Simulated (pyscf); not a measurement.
# Substitution at N: H₂N–Sn(NH₂)(NH₂)–NH₂ + H• → NH₃ + H₂N–Sn•(NH₂)–NH₂

Gas phase, doublet surface, charge 0. Bonds broken: N1–Sn2. Bonds formed: N1–H14. PySCF, gas phase, ωB97X-D3(BJ)/def2-SVP geometries.

Transition state (Å):

```xyz
14

N      0.0718     1.5158    -1.3711
Sn    -0.6371     0.3639     0.3054
N     -1.0329    -1.3835    -0.6480
N     -2.3172     1.1806     1.1025
N      0.5666     0.1367     1.9331
H      0.3304     2.4485    -1.0308
H      0.9576     1.1007    -1.6820
H     -1.5862    -2.0482    -0.1105
H     -1.4736    -1.2618    -1.5583
H     -3.0700     1.3267     0.4324
H     -2.1632     2.0576     1.5968
H      1.3748    -0.4609     1.7696
H      0.0616    -0.2285     2.7406
H     -0.4187     1.9230    -2.6882
```

One imaginary mode, 1365i cm⁻¹; descent along it reached the two sides named, in the forms told below.

| bond | change | reactant side (Å) | saddle | product side |
|---|---|---|---|---|
| N1–Sn2 | breaks | 2.032 | 2.154 | 2.6 |
| N1–H14 | forms | 2.235 | 1.463 | 1.020 |

Electronic energies relative to the separated reactants (kcal/mol):

```
level                   barrier  reaction energy  reverse barrier
----------------------  -------  ---------------  ---------------
ωB97X-D3(BJ)/def2-TZVP      7.5            -34.2             41.6
PBE/def2-TZVP              -4.5            -44.4             39.8
r²SCAN/def2-TZVP           -2.3            -43.0             40.7
B3LYP-D3(BJ)/def2-TZVP     -1.9            -44.0             42.1
PBE0-D3(BJ)/def2-TZVP       1.1            -39.0             40.1
M06-2X/def2-TZVP            6.5            -36.4             42.9
ωB97M-D3(BJ)/def2-TZVP      5.3            -38.8             44.0
HF/def2-TZVP               21.8            -30.2             52.0
```

With ωB97M-D3(BJ)/def2-TZVP energies and thermal terms (ideal gas, 1 atm, RRHO with modes under 100 cm⁻¹ raised to 100, one conformer, R ln 2 for chiral ones without a mode under 150 cm⁻¹), in kcal/mol:

| T (K) | ΔH‡ | ΔG‡ | ΔH | ΔG |
|---|---|---|---|---|
| 298 | 5.7 | 12.1 | -34.1 | -36.3 |
| 600 | 5.0 | 19.0 | -35.8 | -37.8 |
| 900 | 4.5 | 26.1 | -37.5 | -38.5 |
| 1200 | 4.1 | 33.4 | -39.0 | -38.6 |

On the product side the descent ends in a complex (not fully relaxed), 6.3 kcal/mol under the separated species and 47.9 kcal/mol under the saddle at ωB97X-D3(BJ)/def2-TZVP. At PBE, r²SCAN, B3LYP-D3(BJ) this geometry lies under the reactants; that is no barrier but a single point on another level's saddle; such a level's own saddle, if it has one, lies nearer that side and is low. This is the saddle that the search found; another between the same sides may lie lower. The angle at the attacked N is 138°. Elements past Kr carry the def2 core potentials, without spin-orbit coupling.
